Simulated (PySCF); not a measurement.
Computed with PBE-D3(BJ)/def2-TZVP // B3LYP-D3(BJ)/def2-TZVP in PySCF. Gas-phase values, no solvent. Excitations are Tamm–Dancoff values on a coarser integration grid. The basis has no diffuse functions, so Rydberg states are missing or too high.

Reference species (SMILES): `N#C[SiH3]` (neutral, multiplicity 1).

```
Quantity              Result
-------------------  -------
HOMO–LUMO gap        6.92 eV
dipole moment         3.41 D
S1 excitation (TDA)  6.93 eV
```

Changed species: `CC#N` (X = methyl; the reference has X = silyl).

**Question.** Give the shifts of the HOMO–LUMO gap, dipole moment and S1 excitation (TDA).

**Answer.** the HOMO–LUMO gap increases by 1.00 eV, to 7.92 eV; the dipole moment goes up by 0.53 D, to 3.94 D; the S1 excitation (TDA) rises by 0.99 eV, to 7.92 eV.
